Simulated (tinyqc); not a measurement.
Worked calculation (part 1 of 2): UKS/LDA (PW92) in the sto-3g basis, for BH2, spin multiplicity 2. Computed by tinyqc, a small Python program that keeps every step (integrals from PySCF). Settings: charge = 0, multiplicity = 2, basis = sto-3g, energy threshold = 1e-10, iteration cap = 51, orthogonalisation = canonical, start = Wolfsberg-Helmholz matrix, DIIS depth = 4, method = UKS, functional = lda,pw, grid = [30, 26]. Command: `OMP_NUM_THREADS=1 python tinyqc.py 21115 21116 out.jsonl` (the two numbers bound the seeds that draw the settings). One thread of a shared host (Intel(R) Xeon(R) Processor @ 2.60GHz), about 3 s of CPU time with the checks. Later iterations appear only in the table of the cycle.

## One-electron integrals

Geometry (angstrom):
```
atom       x        y       z
B     0.0000   0.0000  0.0000
H     0.0000   1.3930  0.7130
H     0.0000  -1.4740  0.7540
```

Basis sto-3g: exponents (1/bohr^2) and contraction coefficients of normalised primitives:
```
element  l (shell)  exponent  coefficient
B            s (1)   48.7911       0.1543
B            s (1)    8.8874       0.5353
B            s (1)    2.4053       0.4446
B            s (2)    2.2370      -0.1000
B            s (2)    0.5198       0.3995
B            s (2)    0.1691       0.7001
B            p (3)    2.2370       0.1559
B            p (3)    0.5198       0.6077
B            p (3)    0.1691       0.3920
H            s (1)    3.4253       0.1543
H            s (1)    0.6239       0.5353
H            s (1)    0.1689       0.4446
```

Overlap, kinetic and nuclear-attraction integrals over the contracted functions; the nuclear repulsion is the sum of Za Zb / Rab.

nuclear repulsion = 3.473450 hartree

overlap S, lower triangle:
```
         1B 1s   1B 2s  1B 2px   1B 2py  1B 2pz   2H 1s   3H 1s
1B 1s   1.0000
1B 2s   0.2693  1.0000
1B 2px  0.0000  0.0000  1.0000
1B 2py  0.0000  0.0000  0.0000   1.0000
1B 2pz  0.0000  0.0000  0.0000   0.0000  1.0000
2H 1s   0.0288  0.3031  0.0000   0.3115  0.1595  1.0000
3H 1s   0.0236  0.2684  0.0000  -0.2825  0.1445  0.0241  1.0000
```

kinetic energy T (hartree), lower triangle:
```
          1B 1s   1B 2s  1B 2px   1B 2py  1B 2pz    2H 1s   3H 1s
1B 1s   10.8263
1B 2s   -0.0480  0.3592
1B 2px   0.0000  0.0000  1.1239
1B 2py   0.0000  0.0000  0.0000   1.1239
1B 2pz   0.0000  0.0000  0.0000   0.0000  1.1239
2H 1s   -0.0083  0.0217  0.0000   0.0774  0.0396   0.7600
3H 1s   -0.0067  0.0124  0.0000  -0.0588  0.0301  -0.0078  0.7600
```

nuclear attraction V (hartree), lower triangle:
```
           1B 1s    1B 2s   1B 2px   1B 2py   1B 2pz    2H 1s    3H 1s
1B 1s   -23.8052
1B 2s    -3.3165  -4.4252
1B 2px    0.0000   0.0000  -4.3519
1B 2py   -0.0010  -0.0089   0.0000  -4.4531
1B 2pz   -0.0093  -0.0913   0.0000  -0.0036  -4.3784
2H 1s    -0.3557  -1.0758   0.0000  -1.0317  -0.5382  -3.0968
3H 1s    -0.2914  -0.9277   0.0000   0.9072  -0.4732  -0.0818  -3.0060
```

core Hamiltonian H = T + V (hartree), lower triangle:
```
           1B 1s    1B 2s   1B 2px   1B 2py   1B 2pz    2H 1s    3H 1s
1B 1s   -12.9789
1B 2s    -3.3645  -4.0661
1B 2px    0.0000   0.0000  -3.2280
1B 2py   -0.0010  -0.0089   0.0000  -3.3292
1B 2pz   -0.0093  -0.0913   0.0000  -0.0036  -3.2545
2H 1s    -0.3640  -1.0541   0.0000  -0.9543  -0.4985  -2.3368
3H 1s    -0.2982  -0.9153   0.0000   0.8484  -0.4432  -0.0896  -2.2460
```

## Two-electron integrals

Functions are numbered as in S; the eight-fold symmetry (ij|kl) = (ji|kl) = (kl|ij) leaves the list below.

Two-electron integrals (ij|kl) in chemists' order, unique and non-zero (hartree):
```
(11|11) 2.9235      (21|11) 0.5184      (21|21) 0.1093      (22|11) 0.7442
(22|21) 0.1932      (22|22) 0.5448      (31|31) 0.0203      (32|31) 0.0300
(32|32) 0.1203      (33|11) 0.7425      (33|21) 0.1932      (33|22) 0.5447
(33|33) 0.5868      (41|41) 0.0203      (42|41) 0.0300      (42|42) 0.1203
(43|43) 0.0316      (44|11) 0.7425      (44|21) 0.1932      (44|22) 0.5447
(44|33) 0.5235      (44|44) 0.5868      (51|51) 0.0203      (52|51) 0.0300
(52|52) 0.1203      (53|53) 0.0316      (54|54) 0.0316      (55|11) 0.7425
(55|21) 0.1932      (55|22) 0.5447      (55|33) 0.5235      (55|44) 0.5235
(55|55) 0.5868      (61|11) 0.0551      (61|21) 0.0116      (61|22) 0.0205
(61|33) 0.0205      (61|41) 0.0007      (61|42) 0.0013      (61|44) 0.0207
(61|51) 3.66e-04    (61|52) 0.0007      (61|54) 1.11e-04    (61|55) 0.0205
(61|61) 0.0013      (62|11) 0.1590      (62|21) 0.0421      (62|22) 0.1341
(62|33) 0.1301      (62|41) 0.0041      (62|42) 0.0268      (62|44) 0.1395
(62|51) 0.0021      (62|52) 0.0137      (62|54) 0.0049      (62|55) 0.1325
(62|61) 0.0047      (62|62) 0.0499      (63|31) 0.0038      (63|32) 0.0187
(63|43) 0.0047      (63|53) 0.0024      (63|63) 0.0048      (64|11) 0.1429
(64|21) 0.0383      (64|22) 0.1286      (64|33) 0.1220      (64|41) 0.0069
(64|42) 0.0415      (64|44) 0.1395      (64|51) 0.0016      (64|52) 0.0117
(64|54) 0.0065      (64|55) 0.1241      (64|61) 0.0045      (64|62) 0.0556
(64|64) 0.0655      (65|11) 0.0731      (65|21) 0.0196      (65|22) 0.0658
(65|33) 0.0624      (65|41) 0.0016      (65|42) 0.0117      (65|44) 0.0666
(65|51) 0.0046      (65|52) 0.0247      (65|54) 0.0068      (65|55) 0.0684
(65|61) 0.0023      (65|62) 0.0285      (65|64) 0.0311      (65|65) 0.0207
(66|11) 0.3370      (66|21) 0.0907      (66|22) 0.3283      (66|33) 0.3106
(66|41) 0.0093      (66|42) 0.0838      (66|44) 0.3524      (66|51) 0.0047
(66|52) 0.0429      (66|54) 0.0214      (66|55) 0.3216      (66|61) 0.0103
(66|62) 0.1666      (66|64) 0.2000      (66|65) 0.1024      (66|66) 0.7746
(71|11) 0.0451      (71|21) 0.0095      (71|22) 0.0168      (71|33) 0.0168
(71|41) -0.0006     (71|42) -0.0011     (71|44) 0.0169      (71|51) 3.01e-04
(71|52) 0.0006      (71|54) -8.68e-05   (71|55) 0.0168      (71|61) 0.0010
(71|62) 0.0036      (71|64) 0.0031      (71|65) 0.0017      (71|66) 0.0077
(71|71) 0.0008      (72|11) 0.1366      (72|21) 0.0362      (72|22) 0.1162
(72|33) 0.1127      (72|41) -0.0035     (72|42) -0.0234     (72|44) 0.1209
(72|51) 0.0018      (72|52) 0.0120      (72|54) -0.0042     (72|55) 0.1148
(72|61) 0.0037      (72|62) 0.0258      (72|64) 0.0222      (72|65) 0.0145
(72|66) 0.0637      (72|71) 0.0033      (72|72) 0.0386      (73|31) 0.0032
(73|32) 0.0159      (73|43) -0.0041     (73|53) 0.0021      (73|63) 0.0021
(73|73) 0.0036      (74|11) -0.1256     (74|21) -0.0336     (74|22) -0.1138
(74|33) -0.1080     (74|41) 0.0058      (74|42) 0.0360      (74|44) -0.1232
(74|51) -0.0014     (74|52) -0.0103     (74|54) 0.0057      (74|55) -0.1099
(74|61) -0.0034     (74|62) -0.0228     (74|64) -0.0184     (74|65) -0.0126
(74|66) -0.0561     (74|71) -0.0032     (74|72) -0.0438     (74|74) 0.0523
(75|11) 0.0643      (75|21) 0.0172      (75|22) 0.0582      (75|33) 0.0553
(75|41) -0.0014     (75|42) -0.0103     (75|44) 0.0589      (75|51) 0.0039
(75|52) 0.0211      (75|54) -0.0059     (75|55) 0.0604      (75|61) 0.0019
(75|62) 0.0147      (75|64) 0.0125      (75|65) 0.0102      (75|66) 0.0375
(75|71) 0.0016      (75|72) 0.0224      (75|74) -0.0249     (75|75) 0.0163
(76|11) 0.0123      (76|21) 0.0033      (76|22) 0.0105      (76|33) 0.0102
(76|41) -7.86e-06   (76|42) -6.81e-05   (76|44) 0.0105      (76|51) 2.91e-04
(76|52) 0.0019      (76|54) -1.55e-05   (76|55) 0.0108      (76|61) 3.55e-04
(76|62) 0.0031      (76|64) 0.0030      (76|65) 0.0020      (76|66) 0.0090
(76|71) 2.92e-04    (76|72) 0.0028      (76|74) -0.0028     (76|75) 0.0018
(76|76) 2.70e-04    (77|11) 0.3189      (77|21) 0.0858      (77|22) 0.3127
(77|33) 0.2966      (77|41) -0.0083     (77|42) -0.0775     (77|44) 0.3345
(77|51) 0.0043      (77|52) 0.0397      (77|54) -0.0194     (77|55) 0.3065
(77|61) 0.0089      (77|62) 0.0704      (77|64) 0.0605      (77|65) 0.0407
(77|66) 0.1845      (77|71) 0.0080      (77|72) 0.1442      (77|74) -0.1760
(77|75) 0.0900      (77|76) 0.0090      (77|77) 0.7746
```

## Orthogonalisation

S = U s U^T; canonical form X = U s^(-1/2), so that X^T S X = 1. Each column of U has its largest component positive (the first on a tie).

eigenvalues of S: 0.4981  0.5744  0.8751  1.0000  1.0994  1.4045  1.5486

X:
```
              1        2        3       4        5        6       7
1B 1s   -0.4254   0.1558   0.6991  0.0000  -0.5539  -0.0603  0.2850
1B 2s    0.9107  -0.2656  -0.2719  0.0000  -0.2467  -0.0871  0.5109
1B 2px   0.0000   0.0000   0.0000  1.0000   0.0000   0.0000  0.0000
1B 2py   0.2914   0.8784  -0.0122  0.0000  -0.0022   0.5977  0.0903
1B 2pz   0.3614  -0.0940   0.6577  0.0000   0.6678  -0.0285  0.1969
2H 1s   -0.8037  -0.4743  -0.2552  0.0000   0.2078   0.3517  0.4182
3H 1s   -0.3685   0.8005  -0.2868  0.0000   0.2299  -0.4680  0.2859
```

## Starting guess

The start is the generalised Wolfsberg-Helmholz matrix (K = 1.75) built on H; D(s) = C_occ C_occ^T for each spin.

D(alpha) at the start, lower triangle:
```
          1B 1s    1B 2s  1B 2px   1B 2py  1B 2pz   2H 1s   3H 1s
1B 1s    1.0130
1B 2s   -0.0753   0.3910
1B 2px   0.0000   0.0000  1.0000
1B 2py   0.0046  -0.0161  0.0000   0.6452
1B 2pz  -0.0856   0.2521  0.0000  -0.0276  0.1644
2H 1s   -0.0816   0.1959  0.0000   0.1975  0.1224  0.1657
3H 1s   -0.0740   0.1812  0.0000  -0.1984  0.1234  0.0316  0.1421
```

D(beta) at the start, lower triangle:
```
          1B 1s    1B 2s  1B 2px   1B 2py  1B 2pz   2H 1s   3H 1s
1B 1s    1.0130
1B 2s   -0.0753   0.3910
1B 2px   0.0000   0.0000  0.0000
1B 2py   0.0046  -0.0161  0.0000   0.6452
1B 2pz  -0.0856   0.2521  0.0000  -0.0276  0.1644
2H 1s   -0.0816   0.1959  0.0000   0.1975  0.1224  0.1657
3H 1s   -0.0740   0.1812  0.0000  -0.1984  0.1234  0.0316  0.1421
```

## Iteration 1: exchange-correlation on the grid

Becke grid with 30 radial and 26 angular points per atom, points of zero weight dropped. rho = sum D_ij phi_i phi_j; V_xc,ij = sum w v_xc phi_i phi_j; v_xc is d(rho eps)/d rho(s) for spin s.

The 16 grid points with the largest w rho, of 2336 (bohr, atomic units):
```
x              y       z       w  rho(alpha)  rho(beta)   eps_xc  v_xc(alpha)
0.0000   -1.7499  0.0000  0.5125      0.0434     0.0434  -0.3792      -0.4954
0.0000   -1.4395  0.0000  0.3432      0.0639     0.0639  -0.4271      -0.5585
0.0000    1.4395  0.0000  0.3354      0.0648     0.0648  -0.4288      -0.5608
0.0000    1.7499  0.0000  0.4756      0.0453     0.0453  -0.3843      -0.5022
0.0000   -1.0179  1.0179  0.2690      0.0674     0.0674  -0.4341      -0.5678
0.0000   -1.2374  1.2374  0.3738      0.0482     0.0482  -0.3917      -0.5119
0.0000   -1.1703  0.0000  0.2031      0.0865     0.0865  -0.4688      -0.6135
0.0000    1.1703  0.0000  0.2020      0.0859     0.0859  -0.4679      -0.6123
0.0000    1.0179  1.0179  0.2595      0.0664     0.0664  -0.4322      -0.5652
0.0000    0.0000  1.7499  0.6036      0.0282     0.0282  -0.3325      -0.4340
0.0000    1.2374  1.2374  0.3307      0.0500     0.0500  -0.3961      -0.5177
0.0000    0.0000  1.4395  0.3577      0.0458     0.0458  -0.3856      -0.5038
0.0000   -2.1056  0.0000  0.5960      0.0268     0.0268  -0.3272      -0.4270
-1.7499   0.0000  0.0000  0.6088      0.0462     0.0060  -0.3523      -0.4800
1.7499    0.0000  0.0000  0.6088      0.0462     0.0060  -0.3523      -0.4800
-1.4395   0.0000  0.0000  0.3586      0.0765     0.0103  -0.4127      -0.5641
```

electrons on the grid, sum of w rho = 7.0006

E_xc = sum of w rho eps_xc = -4.470796 hartree

V_xc(alpha) (hartree), lower triangle:
```
          1B 1s    1B 2s   1B 2px   1B 2py   1B 2pz    2H 1s    3H 1s
1B 1s   -1.8002
1B 2s   -0.2937  -0.4832
1B 2px   0.0000   0.0000  -0.5014
1B 2py   0.0000  -0.0010   0.0000  -0.5090
1B 2pz  -0.0062  -0.0595   0.0000   0.0010  -0.4311
2H 1s   -0.0316  -0.1284   0.0000  -0.1279  -0.0690  -0.3792
3H 1s   -0.0259  -0.1100   0.0000   0.1113  -0.0601  -0.0095  -0.3582
```

V_xc(beta) (hartree), lower triangle:
```
          1B 1s    1B 2s   1B 2px   1B 2py   1B 2pz    2H 1s    3H 1s
1B 1s   -1.7862
1B 2s   -0.2822  -0.4309
1B 2px   0.0000   0.0000  -0.4076
1B 2py   0.0001  -0.0010   0.0000  -0.4815
1B 2pz  -0.0072  -0.0685   0.0000   0.0011  -0.3954
2H 1s   -0.0305  -0.1218   0.0000  -0.1247  -0.0680  -0.3769
3H 1s   -0.0250  -0.1045   0.0000   0.1086  -0.0593  -0.0090  -0.3565
```

## Iteration 1: building the Kohn-Sham matrix

J_ij = sum D_kl (ij|kl) with D = D(alpha) + D(beta); F = H + J + V_xc; E = tr D H + tr D J / 2 + E_xc + E_nn.

Coulomb J (hartree), lower triangle:
```
         1B 1s   1B 2s  1B 2px   1B 2py  1B 2pz   2H 1s   3H 1s
1B 1s   8.9699
1B 2s   1.8570  3.9317
1B 2px  0.0000  0.0000  3.9068
1B 2py  0.0007  0.0074  0.0000   3.9929
1B 2pz  0.0353  0.1957  0.0000  -0.0001  3.8829
2H 1s   0.1984  0.9929  0.0000   0.9582  0.5134  2.5698
3H 1s   0.1625  0.8555  0.0000  -0.8402  0.4504  0.0777  2.4278
```

F(alpha) (hartree), lower triangle:
```
          1B 1s    1B 2s  1B 2px   1B 2py   1B 2pz    2H 1s    3H 1s
1B 1s   -5.8092
1B 2s   -1.8012  -0.6176
1B 2px   0.0000   0.0000  0.1774
1B 2py  -0.0003  -0.0025  0.0000   0.1547
1B 2pz   0.0199   0.0450  0.0000  -0.0027   0.1973
2H 1s   -0.1972  -0.1896  0.0000  -0.1240  -0.0541  -0.1462
3H 1s   -0.1615  -0.1698  0.0000   0.1194  -0.0529  -0.0215  -0.1764
```

F(beta) (hartree), lower triangle:
```
          1B 1s    1B 2s  1B 2px   1B 2py   1B 2pz    2H 1s    3H 1s
1B 1s   -5.7951
1B 2s   -1.7897  -0.5653
1B 2px   0.0000   0.0000  0.2712
1B 2py  -0.0003  -0.0025  0.0000   0.1821
1B 2pz   0.0188   0.0360  0.0000  -0.0026   0.2330
2H 1s   -0.1961  -0.1830  0.0000  -0.1208  -0.0531  -0.1439
3H 1s   -0.1606  -0.1643  0.0000   0.1167  -0.0521  -0.0210  -0.1747
```

total energy of this density = -24.765763 hartree

## Iteration 1: diagonalisation and new density

Diagonalise F' = X^T F X, C = X C', fill 4 alpha and 3 beta electrons from the bottom; D(s) = C_occ C_occ^T. Each column has its largest component positive (the first on a tie).

F' = X^T F X (alpha) (hartree), lower triangle:
```
         1        2        3       4        5        6        7
1   0.0456
2   0.1380   0.2469
3   0.7294  -0.3045  -2.0193
4   0.0000   0.0000   0.0000  0.1774
5  -0.5825   0.2605   2.2360  0.0000  -2.1776
6  -0.0602   0.2074   0.2795  0.0000  -0.3090  -0.1605
7   0.5596  -0.2154  -1.4939  0.0000   1.6550   0.2457  -1.4047
```

orbital energies (alpha) (hartree): MO1 -5.8203, MO2 -0.2227, MO3 -0.1726, MO4 0.0447, MO5 0.1774, MO6 0.3228, MO7 0.3785

coefficients C (alpha):
```
            MO1      MO2      MO3      MO4     MO5      MO6      MO7
1B 1s    0.9863  -0.1645  -0.0502  -0.2392  0.0000  -0.1458  -0.0688
1B 2s    0.0487   0.4278   0.1347   0.8433  0.0000   0.5585   0.2768
1B 2px   0.0000   0.0000   0.0000   0.0000  1.0000   0.0000   0.0000
1B 2py   0.0005  -0.0387   0.2592  -0.0531  0.0000  -0.3935   0.9979
1B 2pz  -0.0015   0.0106  -0.0032  -0.5218  0.0000   0.8285   0.3142
2H 1s   -0.0081   0.3836   0.6735  -0.3994  0.0000  -0.2415  -0.6776
3H 1s   -0.0072   0.6475  -0.5267  -0.3685  0.0000  -0.5545   0.2692
```

F' = X^T F X (beta) (hartree), lower triangle:
```
         1        2        3       4        5        6        7
1   0.0722
2   0.1354   0.2652
3   0.7233  -0.3023  -1.9945
4   0.0000   0.0000   0.0000  0.2712
5  -0.5876   0.2622   2.2528  0.0000  -2.1483
6  -0.0592   0.2219   0.2797  0.0000  -0.3071  -0.1468
7   0.5812  -0.2195  -1.4961  0.0000   1.6450   0.2441  -1.3811
```

orbital energies (beta) (hartree): MO1 -5.8055, MO2 -0.2099, MO3 -0.1667, MO4 0.0910, MO5 0.2712, MO6 0.3525, MO7 0.4052

coefficients C (beta):
```
            MO1      MO2      MO3      MO4     MO5      MO6      MO7
1B 1s    0.9869  -0.1408  -0.0539  -0.2500  0.0000  -0.1451  -0.0732
1B 2s    0.0468   0.3498   0.1373   0.8756  0.0000   0.5546   0.2926
1B 2px   0.0000   0.0000   0.0000   0.0000  1.0000   0.0000   0.0000
1B 2py   0.0005  -0.0508   0.2384  -0.0508  0.0000  -0.4168   0.9932
1B 2pz  -0.0013   0.0286   0.0065  -0.5160  0.0000   0.8241   0.3334
2H 1s   -0.0077   0.3656   0.7219  -0.3593  0.0000  -0.2190  -0.6678
3H 1s   -0.0069   0.7157  -0.4743  -0.3381  0.0000  -0.5457   0.2514
```

D(alpha) after iteration 1, lower triangle:
```
          1B 1s    1B 2s  1B 2px   1B 2py  1B 2pz   2H 1s   3H 1s
1B 1s    1.0597
1B 2s   -0.2309   0.9147
1B 2px   0.0000   0.0000  0.0000
1B 2py   0.0066  -0.0264  0.0000   0.0715
1B 2pz   0.1217  -0.4360  0.0000   0.0265  0.2724
2H 1s   -0.0094  -0.0824  0.0000   0.1809  0.2104  0.7603
3H 1s    0.0009  -0.1050  0.0000  -0.1420  0.2008  0.0409  0.8325
```

D(beta) after iteration 1, lower triangle:
```
          1B 1s   1B 2s  1B 2px   1B 2py  1B 2pz    2H 1s   3H 1s
1B 1s    0.9967
1B 2s   -0.0105  0.1434
1B 2px   0.0000  0.0000  0.0000
1B 2py  -0.0052  0.0150  0.0000   0.0594
1B 2pz  -0.0057  0.0108  0.0000   0.0001  0.0009
2H 1s   -0.0980  0.2267  0.0000   0.1535  0.0152   0.6548
3H 1s   -0.0821  0.1849  0.0000  -0.1494  0.0174  -0.0807  0.7372
```

## Iteration 2: exchange-correlation on the grid

As before.

The 16 grid points with the largest w rho, of 2336 (bohr, atomic units):
```
x              y        z       w  rho(alpha)  rho(beta)   eps_xc  v_xc(alpha)
0.0000    0.0000  -1.7499  0.6089      0.0417     0.0018  -0.3443      -0.4607
0.0000    0.0000  -1.4395  0.3586      0.0705     0.0032  -0.4065      -0.5452
0.0000    1.7499   0.0000  0.4756      0.0278     0.0244  -0.3249      -0.4294
0.0000    2.1056   0.0000  0.4956      0.0247     0.0241  -0.3180      -0.4159
0.0000   -2.1056   0.0000  0.5960      0.0206     0.0188  -0.2982      -0.3924
0.0000   -1.7499   0.0000  0.5125      0.0251     0.0182  -0.3076      -0.4125
0.0000    0.0000  -1.1703  0.2049      0.1008     0.0053  -0.4549      -0.6120
0.0000    0.0000  -2.1056  1.0079      0.0205     0.0009  -0.2751      -0.3672
0.0000    0.0000   0.3206  0.0063      1.7232     1.6224  -1.1862      -1.5760
0.0000   -1.4889   1.4889  0.3452      0.0309     0.0295  -0.3394      -0.4453
0.0000    1.2374   1.2374  0.3307      0.0325     0.0303  -0.3436      -0.4518
0.0000    0.3206   0.0000  0.0063      1.6630     1.6295  -1.1801      -1.5594
0.0000   -0.3206   0.0000  0.0063      1.6578     1.6337  -1.1799      -1.5580
-0.3206   0.0000   0.0000  0.0063      1.6532     1.6258  -1.1785      -1.5565
0.3206    0.0000   0.0000  0.0063      1.6532     1.6258  -1.1785      -1.5565
0.0000    0.0000  -0.3206  0.0063      1.6305     1.6293  -1.1763      -1.5502
```

electrons on the grid, sum of w rho = 7.0027

E_xc = sum of w rho eps_xc = -4.438488 hartree

V_xc(alpha) (hartree), lower triangle:
```
          1B 1s    1B 2s   1B 2px   1B 2py   1B 2pz    2H 1s    3H 1s
1B 1s   -1.7883
1B 2s   -0.2760  -0.4170
1B 2px   0.0000   0.0000  -0.3867
1B 2py   0.0001  -0.0019   0.0000  -0.4379
1B 2pz   0.0081   0.0369   0.0000  -0.0043  -0.4172
2H 1s   -0.0293  -0.1224   0.0000  -0.1318  -0.0618  -0.4847
3H 1s   -0.0240  -0.1062   0.0000   0.1166  -0.0545  -0.0083  -0.4901
```

V_xc(beta) (hartree), lower triangle:
```
          1B 1s    1B 2s   1B 2px   1B 2py   1B 2pz    2H 1s    3H 1s
1B 1s   -1.7663
1B 2s   -0.2652  -0.3572
1B 2px   0.0000   0.0000  -0.3284
1B 2py  -0.0007  -0.0069   0.0000  -0.3901
1B 2pz   0.0007  -0.0127   0.0000  -0.0021  -0.3453
2H 1s   -0.0284  -0.1159   0.0000  -0.1274  -0.0639  -0.4731
3H 1s   -0.0232  -0.1002   0.0000   0.1116  -0.0565  -0.0080  -0.4804
```

## Iteration 2: building the Kohn-Sham matrix

As before.

Coulomb J (hartree), lower triangle:
```
          1B 1s   1B 2s  1B 2px   1B 2py  1B 2pz   2H 1s   3H 1s
1B 1s    8.1041
1B 2s    1.6339  3.4459
1B 2px   0.0000  0.0000  3.3710
1B 2py   0.0012  0.0058  0.0000   3.5260
1B 2pz  -0.0011  0.0673  0.0000   0.0037  3.4278
2H 1s    0.1740  0.9241  0.0000   0.9233  0.4785  2.7634
3H 1s    0.1424  0.8095  0.0000  -0.8277  0.4285  0.0709  2.7579
```

F(alpha) (hartree), lower triangle:
```
          1B 1s    1B 2s   1B 2px   1B 2py   1B 2pz    2H 1s   3H 1s
1B 1s   -6.6630
1B 2s   -2.0065  -1.0371
1B 2px   0.0000   0.0000  -0.2437
1B 2py   0.0003  -0.0050   0.0000  -0.2411
1B 2pz  -0.0022   0.0129   0.0000  -0.0041  -0.2440
2H 1s   -0.2194  -0.2524   0.0000  -0.1629  -0.0819  -0.0580
3H 1s   -0.1797  -0.2120   0.0000   0.1373  -0.0692  -0.0270  0.0219
```

F(beta) (hartree), lower triangle:
```
          1B 1s    1B 2s   1B 2px   1B 2py   1B 2pz    2H 1s   3H 1s
1B 1s   -6.6410
1B 2s   -1.9957  -0.9774
1B 2px   0.0000   0.0000  -0.1855
1B 2py  -0.0005  -0.0100   0.0000  -0.1933
1B 2pz  -0.0097  -0.0367   0.0000  -0.0019  -0.1720
2H 1s   -0.2185  -0.2459   0.0000  -0.1584  -0.0840  -0.0465
3H 1s   -0.1789  -0.2060   0.0000   0.1323  -0.0712  -0.0267  0.0316
```

total energy of this density = -24.814870 hartree
